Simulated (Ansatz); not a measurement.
# C3H5F3 (SMILES CC(F)C(F)F): name the method

C3H5F3 has 11 atoms, charge 0, and is taken as a singlet. SMILES: `CC(F)C(F)F`. Geometry: relaxed at PBE0-D4/def2-TZVP. This is one conformer, not always the lowest.

```tsv
atom	x (Å)	y (Å)	z (Å)
C	-0.1014	1.1657	-0.5320
C	0.1217	-0.3213	-0.5083
F	1.3964	-0.6192	-0.9578
C	-0.0108	-0.9366	0.8725
F	-1.3081	-0.8620	1.2638
F	0.7316	-0.2620	1.7791
H	0.6263	1.6707	0.1034
H	-0.0020	1.5363	-1.5526
H	-1.1053	1.3981	-0.1724
H	-0.5862	-0.8419	-1.1626
H	0.3033	-1.9849	0.8874
```

Orbital energies are those of the mean-field step.

A calculation with Ansatz 0.2.0 gave:

| Quantity | Value |
| --- | --- |
| total energy | -416.8436 Eh |
| dipole moment | 1.28 D |
| HOMO energy | -8.77 eV |
| LUMO energy | 2.43 eV |
| HOMO–LUMO gap | 11.20 eV |
| largest force | 0.551 eV/Å |

Which of these levels gave the numbers?
A. B3LYP/6-31G* (spherical functions)
B. B3LYP/6-31G* (Cartesian functions)
C. CCSDT(Q)/STO-6G
D. MP2/cc-pVDZ

B. The others give -413.4019 Eh (CCSDT(Q)/STO-6G), -415.8234 Eh (MP2/cc-pVDZ), -416.8385 Eh (B3LYP/6-31G* (spherical functions)).
